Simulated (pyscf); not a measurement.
`[SiH3][AsH2]` + `[H]` [doublet] → `[AsH2]` [doublet] + `[SiH2]` [singlet] + `[H][H]`, gas phase, doublet surface. Optimised with ωB97X-D3(BJ)/def2-SVP in PySCF. ΔG in kcal/mol from ωB97M-D3(BJ)/def2-TZVP energies (ideal gas, 1 atm, RRHO with modes under 100 cm⁻¹ raised to 100, one conformer, R ln 2 for chiral ones without a mode under 150 cm⁻¹).

| T (K) | ΔG |
|---|---|
| 298 | +17.9 |
| 600 | +6.7 |
| 900 | ? |
| 1200 | -14.2 |

Fit a line to the three values, predict ΔG at 900 K, and estimate where the reaction turns favourable at 1 atm of each gas.

Least squares gives ΔG = +28.3 − 35.5 × T/1000 K, so ΔS is about +149 J/(mol K) and ΔH about +28.3 kcal/mol over this range (ΔH at 298 K: +29.1). At 900 K the line gives -3.6; the computed value is -4.0. ΔG = 0 falls near 800 K; 1 kcal/mol in the energy moves that by 28 K. This is thermodynamics alone and says nothing of the barrier. Elements up to Kr have no core potential and no relativistic terms here.
